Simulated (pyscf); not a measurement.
Thermochemistry of product channels of HO–B(F)–F (SMILES OB(F)F) + HCl (SMILES Cl) on the singlet surface, in kcal/mol, from CCSD(T)/def2-TZVPP + ΔMP2(QZVPP) energies (ideal gas, 1 atm, RRHO with modes under 100 cm⁻¹ raised to 100, one conformer, R ln 2 for chiral ones without a mode under 150 cm⁻¹). Single points on ωB97X-D3(BJ)/def2-SVP structures (PySCF, gas phase). MP2 and CC: frozen core, UHF for open shells. ΔMP2 is the change of the MP2 total energy from the triple- to the quadruple-zeta basis.

| products | ΔE | ΔH(298 K) | ΔG(298 K) | ΔG(600 K) |
|---|---|---|---|---|
| HO–BH–F (SMILES OBF) + F–Cl (SMILES FCl) | +104.9 | +105.0 | +104.2 | +103.6 |
| HO–B(F)–Cl (SMILES OB(F)Cl) + HF (SMILES F) | +14.8 | +15.5 | +15.7 | +15.7 |
| H₂O (SMILES O) + F–B(F)–Cl (SMILES FB(F)Cl) | +12.9 | +13.6 | +13.3 | +12.9 |

These are energies of the channels, which say nothing of barriers. The CCSD(T) − MP2 part came from Ansatz, without density fitting, on the same reference.
